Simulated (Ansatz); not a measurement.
Results of LDA (PAW; Ansatz, a quantum-chemistry and plane-wave program) for tetradymite Bi₂Se₃.

Numerical settings: plane-wave cutoff 500 eV, 12×12×12 k mesh, Fermi–Dirac smearing 0.05 eV, scalar-relativistic PAW data made under PBE.

Cell (relaxed at this level):

```
Bi2Se3
1.0
    9.38621    -2.05166    -0.01874
    9.38621     2.05166    -0.01874
    8.94480     0.00000     3.50731
Bi Se
2 3
Cartesian
 11.12287   0.00000   1.39243
 16.59436   0.00000   2.07739
  0.00000   0.00000   0.00000
  5.80372   0.00000   0.72655
 21.91350   0.00000   2.74328
```

Problem. Predict the band gap.

Solution. 
band gap: 0.03 eV (under three smearing widths, so not firm)

Measured, for comparison: band gap 0.3 eV (temperature not stated, no zero-point or thermal correction; as tabulated in Park and Ryu (2016), arXiv:1610.06451).

Spin–orbit coupling is not included; with these elements it can move the gap by several tenths of an eV or more.

The computed numbers hold no vibrational or temperature effects.

The result took about 6 core-minutes (a rough figure).
